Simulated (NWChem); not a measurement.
System: propyne (C3H4); SMILES C#CC

Program: NWChem. All runs use the structure optimised with PBE0/def2-SVP. B3LYP is NWChem's, with the RPA form of VWN correlation. Solvent water, SMD (1 M gas to 1 M solution), gas-phase geometry.

```json
[
 {"level": "B3LYP/3-21G", "basis functions": "35", "solvation free energy (kcal/mol)": "-0.6", "cavity-dispersion-structure term (kcal/mol)": "3.8", "dipole in solution (D)": "1.01"},
 {"level": "B3LYP/pcseg-1", "basis functions": "62", "solvation free energy (kcal/mol)": "-0.6", "cavity-dispersion-structure term (kcal/mol)": "3.8", "dipole in solution (D)": "1.14"},
 {"level": "B3LYP/aug-pcseg-1", "basis functions": "105", "solvation free energy (kcal/mol)": "-0.5", "cavity-dispersion-structure term (kcal/mol)": "3.8", "dipole in solution (D)": "1.19"},
 {"level": "B3LYP/pcseg-2", "basis functions": "146", "solvation free energy (kcal/mol)": "-0.6", "cavity-dispersion-structure term (kcal/mol)": "3.8", "dipole in solution (D)": "1.20"},
 {"level": "B3LYP/def2-TZVPP", "basis functions": "149", "solvation free energy (kcal/mol)": "-0.7", "cavity-dispersion-structure term (kcal/mol)": "3.8", "dipole in solution (D)": "1.20"}
]
```
